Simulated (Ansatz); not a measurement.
```yaml
crystal:
  periodic: [false, false, false]
  atoms:
    - {symbol: O, position_ang: [-1.156424, 0.288848, -1.485028]}
    - {symbol: P, position_ang: [-0.477717, 1.100788, -0.177892]}
    - {symbol: Si, position_ang: [0.570953, -0.656716, 0.836424]}
    - {symbol: H, position_ang: [-1.934927, 0.633017, -1.688370]}
    - {symbol: H, position_ang: [0.752746, 1.541288, -0.830711]}
    - {symbol: H, position_ang: [1.516811, 0.011607, 1.807260]}
    - {symbol: H, position_ang: [1.326663, -1.507224, -0.075437]}
    - {symbol: H, position_ang: [-1.106424, 0.338848, -1.435028]}
basis:
  gaussian: {orbitals: 6-31G}
hamiltonian: {xc: {name: PBE0-DH}, pseudopotentials: {relativity: none}}
output: {forces: true}
```

```sh
$ ansatz run in.yaml --threads 2 --pin off --events-out ev --progress --plain --max-ram 4352MiB
```

Shortened log:

```
Functional definition: PBE0-DH
516 factors; integrals over basis functions are off by at most 3.3e-4 eV
mean field evaluation 1: about -18403.9710 eV, gradient 7.6e1 eV
mean field evaluation 2: about -18404.4857 eV, gradient 7.5e1 eV
mean field evaluation 4: about -18414.3989 eV, gradient 3.3e0 eV
mean field evaluation 8: about -18414.4985 eV, gradient 5.1e-1 eV
mean field evaluation 16: about -18414.5001 eV, gradient 6.1e-4 eV
mean field -18414.50006169 eV, -676.7203954707 hartree, gradient 5.6e-6 eV, S^2 0.000000; 0 other end points of the search recorded, 0 dependent functions left out; unrestricted orbitals would lower it
11 core orbitals not correlated: weight in the atoms' cores, before any rotation towards them, 0.999 or more for the frozen orbitals, at most 0.000 for the correlated occupied ones
reference -18414.50007765 eV, -676.7203960572 hartree; 10, 10 occupied and 24, 24 virtual orbitals, 516 factors
second order -7.24470280 eV of doubles, -0.00000000 eV of singles
Total energy: -18415.40566550 eV, -676.7536757968 hartree
Atom 0 at    -1.156424     0.288848    -1.485028 Å, force -7781.419081 -7777.447538 -7776.930324 eV/Å
Atom 1 at    -0.477717     1.100788    -0.177892 Å, force     5.263625     5.079082     7.933876 eV/Å
Atom 2 at     0.570953    -0.656716     0.836424 Å, force    -1.545766    -1.174108     1.835980 eV/Å
Atom 3 at    -1.934927     0.633017    -1.688370 Å, force    -3.894618     0.363209    -1.965805 eV/Å
Atom 4 at     0.752746     1.541288    -0.830711 Å, force    -0.847341    -0.096530    -1.275938 eV/Å
Atom 5 at     1.516811     0.011607     1.807260 Å, force    -0.274895     0.152659     0.030635 eV/Å
Atom 6 at     1.326663    -1.507224    -0.075437 Å, force     1.175541     0.147719    -1.188859 eV/Å
Atom 7 at    -1.106424     0.338848    -1.435028 Å, force  7781.542536  7772.975507  7771.560436 eV/Å
Dipole moment:    -0.525555     0.587925    -0.961776 e Å
```

(1) Something in this input is off. What?

## Answers

(1) One atom was put on top of another. The run converged. The result belongs to that input, not to the molecule as meant.
